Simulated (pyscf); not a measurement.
Structures and frequencies: ωB97X-D3(BJ)/def2-SVP in PySCF.

Task: PBE/def2-TZVP puts the barrier of H₃C–InH–OH + H₂O -> H₃C–In(OH)–OH + H₂ (four-centre exchange; singlet surface; H–In, H–O broken, In–O, H–H formed) at 0.49 eV and the reaction energy at -0.19 eV, from the separated reactants. What do B3LYP-D3(BJ)/def2-TZVP, M06-2X/def2-TZVP, ωB97M-D3(BJ)/def2-TZVP give on the same structures?

Result: B3LYP-D3(BJ): ΔE‡ = 0.61 eV, ΔE = -0.19 eV; M06-2X: ΔE‡ = 0.52 eV, ΔE = -0.30 eV; ωB97M-D3(BJ): ΔE‡ = 0.69 eV, ΔE = -0.12 eV. PBE's barrier lies under all of them, by 0.03 to 0.20 eV. Its reaction energy lies among theirs. On the reactant side the descent ends in an adduct with a In–O contact (not fully relaxed), 0.76 eV under the separated species and 1.36 eV under the saddle at ωB97X-D3(BJ)/def2-TZVP. What is counted as formed (In–O) is already present as a longer contact in the reactant adduct; forming that adduct is a step of its own. At the saddle there is also a short H–In contact that neither side keeps. At ωB97X-D3(BJ)/def2-TZVP the barrier from the zero used here is 0.60 eV. One saddle was located; it need not be the lowest between these sides. Elements past Kr carry the def2 core potentials, without spin-orbit coupling.
